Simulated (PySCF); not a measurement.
# CH2Si: the cost of one run

The runs use PySCF 2.14.0, with density-fitted response routines of our own; the level of theory stands in each step. All values are computed, except where a source is named. Atoms are numbered from 0 throughout.

## (1) Starting geometry

4 atoms, charge 0, multiplicity 1; geometry from: GFN2-xTB.

Bonds of the start (Å): C0–Si1 1.70, C0–H2 1.09, Si1–H3 1.46.

## (2) Relaxing the molecule at PBE0-D3(BJ)/def2-SVP

What the job is given:

```
{"job": {"xc": "PBE0", "basis": "def2-SVP", "d3": "d3bj", "grid": 1, "kind": "geom"}, "charge": 0, "multiplicity": 1}
C     -0.996700    -0.417250     0.086210
Si     0.650310    -0.024030    -0.013090
H     -1.735810     0.364360    -0.066850
H      2.102670     0.086460    -0.051980
```

Started as:

```console
> OMP_NUM_THREADS=1 python probes_run.py task.json out
```

This one command runs all jobs of the session in turn.

Q: Estimate the wall time and peak memory of this first job on 1 thread of Arm Neoverse V2, shared host.

About 3.3 s, with a peak of 0.24 GiB.
